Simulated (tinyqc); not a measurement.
RHF in the sto-3g basis, for H2F+, spin multiplicity 1, step by step. One step of it, computed by the program tinyqc.

Problem. Iteration 2: building the Fock matrix. J_ij = sum D_kl (ij|kl), K_ij = sum D_kl (ik|jl); F = H + J - 0.5 K; E = tr D H + tr D J / 2 - 0.25 tr D K + E_nn.

D after iteration 1, order 1F 1s, 1F 2s, 1F 2px, 1F 2py, 1F 2pz, 2H 1s, 3H 1s:
```
[[2.102554, -0.420717, 0.000000, 0.006689, 0.069208, -0.059336, -0.054607],
 [-0.420717, 1.770531, 0.000000, -0.040453, -0.354446, 0.154026, 0.162023],
 [0.000000, 0.000000, 2.000000, 0.000000, 0.000000, 0.000000, 0.000000],
 [0.006689, -0.040453, 0.000000, 1.155385, -0.016756, 0.473900, -0.473734],
 [0.069208, -0.354446, 0.000000, -0.016756, 1.737531, 0.279798, 0.276857],
 [-0.059336, 0.154026, 0.000000, 0.473900, 0.279798, 0.272820, -0.122521],
 [-0.054607, 0.162023, 0.000000, -0.473734, 0.276857, -0.122521, 0.260027]]
```

core Hamiltonian H = T + V (hartree), order 1F 1s, 1F 2s, 1F 2px, 1F 2py, 1F 2pz, 2H 1s, 3H 1s:
```
[[-41.088807, -9.642841, 0.000000, -0.002073, -0.012730, -1.865178, -1.492219],
 [-9.642841, -11.562165, 0.000000, -0.022927, -0.154705, -4.035506, -3.414322],
 [0.000000, 0.000000, -9.194939, 0.000000, 0.000000, 0.000000, 0.000000],
 [-0.002073, -0.022927, 0.000000, -9.339610, -0.009788, -2.273704, 1.993000],
 [-0.012730, -0.154705, 0.000000, -0.009788, -9.242266, -1.342939, -1.179714],
 [-1.865178, -4.035506, 0.000000, -2.273704, -1.342939, -5.595434, -1.294811],
 [-1.492219, -3.414322, 0.000000, 1.993000, -1.179714, -1.294811, -5.217103]]
```

Two-electron integrals (ij|kl) in chemists' order, unique and non-zero (hartree):
```
(11|11) 5.403501    (21|11) 0.841920    (21|21) 0.156299    (22|11) 1.268028
(22|21) 0.292344    (22|22) 0.926167    (31|31) 0.027998    (32|31) 0.043169
(32|32) 0.204588    (33|11) 1.264502    (33|21) 0.292403    (33|22) 0.925959
(33|33) 0.997514    (41|41) 0.027998    (42|41) 0.043169    (42|42) 0.204588
(43|43) 0.053770    (44|11) 1.264502    (44|21) 0.292403    (44|22) 0.925959
(44|33) 0.889973    (44|44) 0.997514    (51|51) 0.027998    (52|51) 0.043169
(52|52) 0.204588    (53|53) 0.053770    (54|54) 0.053770    (55|11) 1.264502
(55|21) 0.292403    (55|22) 0.925959    (55|33) 0.889973    (55|44) 0.889973
(55|55) 0.997514    (61|11) 0.164241    (61|21) 0.030218    (61|22) 0.056109
(61|33) 0.056025    (61|41) 0.001073    (61|42) 0.002005    (61|44) 0.056220
(61|51) 0.000614    (61|52) 0.001147    (61|54) 0.000112    (61|55) 0.056089
(61|61) 0.005902    (62|11) 0.398659    (62|21) 0.093071    (62|22) 0.326980
(62|33) 0.322318    (62|41) 0.005482    (62|42) 0.042050    (62|44) 0.332619
(62|51) 0.003136    (62|52) 0.024058    (62|54) 0.005893    (62|55) 0.325690
(62|61) 0.018233    (62|62) 0.139782    (63|31) 0.009950    (63|32) 0.058171
(63|43) 0.008942    (63|53) 0.005116    (63|63) 0.021160    (64|11) 0.228921
(64|21) 0.054152    (64|22) 0.203722    (64|33) 0.194891    (64|41) 0.012751
(64|42) 0.083179    (64|44) 0.219087    (64|51) 0.001602    (64|52) 0.014308
(64|54) 0.008727    (64|55) 0.196957    (64|61) 0.011074    (64|62) 0.106733
(64|64) 0.102065    (65|11) 0.130971    (65|21) 0.030981    (65|22) 0.116554
(65|33) 0.111501    (65|41) 0.001602    (65|42) 0.014308    (65|44) 0.115113
(65|51) 0.010867    (65|52) 0.066357    (65|54) 0.011008    (65|55) 0.122915
(65|61) 0.006335    (65|62) 0.061064    (65|64) 0.046288    (65|65) 0.047642
(66|11) 0.535360    (66|21) 0.127044    (66|22) 0.513386    (66|33) 0.495424
(66|41) 0.009826    (66|42) 0.104790    (66|44) 0.535565    (66|51) 0.005622
(66|52) 0.059952    (66|54) 0.022966    (66|55) 0.508563    (66|61) 0.025072
(66|62) 0.275444    (66|64) 0.244282    (66|65) 0.139759    (66|66) 0.774606
(71|11) 0.131080    (71|21) 0.024132    (71|22) 0.044862    (71|33) 0.044793
(71|41) -0.000861   (71|42) -0.001614   (71|44) 0.044955    (71|51) 0.000492
(71|52) 0.000923    (71|54) -0.000092   (71|55) 0.044846    (71|61) 0.004644
(71|62) 0.014139    (71|64) 0.007860    (71|65) 0.004918    (71|66) 0.019234
(71|71) 0.003765    (72|11) 0.335016    (72|21) 0.078288    (72|22) 0.277069
(72|33) 0.272996    (72|41) -0.004637   (72|42) -0.036315   (72|44) 0.281999
(72|51) 0.002651    (72|52) 0.020763    (72|54) -0.005148   (72|55) 0.275939
(72|61) 0.014873    (72|62) 0.096632    (72|64) 0.050472    (72|65) 0.041094
(72|66) 0.156274    (72|71) 0.012268    (72|72) 0.102389    (73|31) 0.008159
(73|32) 0.048482    (73|43) -0.007629   (73|53) 0.004362    (73|63) 0.013928
(73|73) 0.015111    (74|11) -0.199051   (74|21) -0.047108   (74|22) -0.178457
(74|33) -0.170847   (74|41) 0.010597    (74|42) 0.070636    (74|44) -0.191658
(74|51) -0.001394   (74|52) -0.012666   (74|54) 0.007537    (74|55) -0.172662
(74|61) -0.008576   (74|62) -0.052931   (74|64) -0.014121   (74|65) -0.022019
(74|66) -0.076984   (74|71) -0.007689   (74|72) -0.080885   (74|74) 0.078526
(75|11) 0.113806    (75|21) 0.026934    (75|22) 0.102032    (75|33) 0.097681
(75|41) -0.001394   (75|42) -0.012666   (75|44) 0.100856    (75|51) 0.008956
(75|52) 0.055724    (75|54) -0.009444   (75|55) 0.107442    (75|61) 0.005333
(75|62) 0.042048    (75|64) 0.021541    (75|65) 0.031588    (75|66) 0.075117
(75|71) 0.004396    (75|72) 0.046245    (75|74) -0.036257   (75|75) 0.035841
(76|11) 0.118725    (76|21) 0.027986    (76|22) 0.107272    (76|33) 0.105445
(76|41) -0.000051   (76|42) -0.000607   (76|44) 0.107742    (76|51) 0.001526
(76|52) 0.014185    (76|54) -0.000123   (76|55) 0.108516    (76|61) 0.005414
(76|62) 0.044878    (76|64) 0.029610    (76|65) 0.022438    (76|66) 0.091684
(76|71) 0.004334    (76|72) 0.039050    (76|74) -0.027249   (76|75) 0.020084
(76|76) 0.017978    (77|11) 0.493545    (77|21) 0.117225    (77|22) 0.478727
(77|33) 0.462475    (77|41) -0.008636   (77|42) -0.095492   (77|44) 0.498814
(77|51) 0.004937    (77|52) 0.054597    (77|54) -0.020777   (77|55) 0.474354
(77|61) 0.022208    (77|62) 0.172571    (77|64) 0.081329    (77|65) 0.080804
(77|66) 0.302870    (77|71) 0.018483    (77|72) 0.227849    (77|74) -0.209208
(77|75) 0.119613    (77|76) 0.091684    (77|77) 0.774606
```

nuclear repulsion = 9.87983053 hartree

Give: Coulomb J; exchange K; Fock matrix F; total energy of this density.

Solution.

Coulomb J (hartree), order 1F 1s, 1F 2s, 1F 2px, 1F 2py, 1F 2pz, 2H 1s, 3H 1s:
```
[[20.0697, 3.8213, 0.0000, -0.0003, -0.0087, 0.7385, 0.5900],
 [3.8213, 9.4917, 0.0000, 0.0020, -0.0045, 3.3020, 2.7943],
 [0.0000, 0.0000, 9.4906, 0.0000, 0.0000, 0.0000, 0.0000],
 [-0.0003, 0.0020, 0.0000, 9.4721, 0.0013, 2.0404, -1.7846],
 [-0.0087, -0.0045, 0.0000, 0.0013, 9.4857, 1.1716, 1.0247],
 [0.7385, 3.3020, 0.0000, 2.0404, 1.1716, 5.1924, 1.0775],
 [0.5900, 2.7943, 0.0000, -1.7846, 1.0247, 1.0775, 4.8531]]
```

exchange K (hartree), order 1F 1s, 1F 2s, 1F 2px, 1F 2py, 1F 2pz, 2H 1s, 3H 1s:
```
[[11.0537, 1.9109, 0.0000, 0.0006, 0.0027, 0.3859, 0.3097],
 [1.9109, 3.0347, 0.0000, -0.0020, -0.1016, 1.1589, 0.9955],
 [0.0000, 0.0000, 2.5942, 0.0000, 0.0000, 0.0000, 0.0000],
 [0.0006, -0.0020, 0.0000, 2.2341, 0.0028, 0.6978, -0.6384],
 [0.0027, -0.1016, 0.0000, 0.0028, 2.4861, 0.4125, 0.3761],
 [0.3859, 1.1589, 0.0000, 0.6978, 0.4125, 1.0186, 0.2855],
 [0.3097, 0.9955, 0.0000, -0.6384, 0.3761, 0.2855, 0.8546]]
```

Fock matrix F (hartree), order 1F 1s, 1F 2s, 1F 2px, 1F 2py, 1F 2pz, 2H 1s, 3H 1s:
```
[[-26.5460, -6.7770, 0.0000, -0.0027, -0.0228, -1.3197, -1.0571],
 [-6.7770, -3.5879, 0.0000, -0.0199, -0.1085, -1.3130, -1.1178],
 [0.0000, 0.0000, -1.0014, 0.0000, 0.0000, 0.0000, 0.0000],
 [-0.0027, -0.0199, 0.0000, -0.9846, -0.0099, -0.5822, 0.5276],
 [-0.0228, -0.1085, 0.0000, -0.0099, -0.9996, -0.3776, -0.3431],
 [-1.3197, -1.3130, 0.0000, -0.5822, -0.3776, -0.9123, -0.3600],
 [-1.0571, -1.1178, 0.0000, 0.5276, -0.3431, -0.3600, -0.7913]]
```

total energy of this density = -98.838877 hartree
